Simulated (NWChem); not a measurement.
## Correlation energy of F (-1)

```
F
```
Charge -1, spin multiplicity 1.

Program: NWChem.

Basis set: aug-cc-pVTZ. Each correlation energy counts from its own Hartree-Fock reference.

The correlated methods keep 1 core orbital frozen. No row is a measurement; the coupled-cluster row has its own basis-set and correlation limits.

```csv
method,correlation energy (mHa)
MP2,-295.1
SCS-MP2,-286.2
CCSD,-288.5
CCSD+T(CCSD),…
CCSD(T),…
CR-CCSD[T],…
CR-CCSD(T),-297.3
```

**Question.** Complete the blanks.

**Answer.** 
- CCSD+T(CCSD), correlation energy (mHa): -300.2
- CCSD(T), correlation energy (mHa): -298.7
- CR-CCSD[T], correlation energy (mHa): -298.5
